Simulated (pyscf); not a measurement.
Single points on ωB97X-D3(BJ)/def2-SVP structures (PySCF, gas phase).

Q: For the elementary gas-phase step O=Cr(=O)(Cl)–Cl (SMILES [O]=[Cr](=[O])([Cl])[Cl]) + HF (SMILES F) → O=Cr(=O)(F)–Cl (SMILES [O]=[Cr](=[O])([F])[Cl]) + HCl (SMILES Cl) (singlet surface; Cl–Cr, F–H broken, Cr–F, Cl–H formed), what barrier and reaction energy does r²SCAN/def2-TZVP give, measured from the separated reactants?

A: ΔE‡ = 17.3 kcal/mol, ΔE = +1.2 kcal/mol. ωB97M-D3(BJ)/def2-TZVP gives 20.9 kcal/mol and +2.0 kcal/mol. Zero-point energy shifts the barrier by -0.9 kcal/mol. It is a four-centre exchange, with an imaginary mode of 551i cm⁻¹. One saddle was located; it need not be the lowest between these sides.
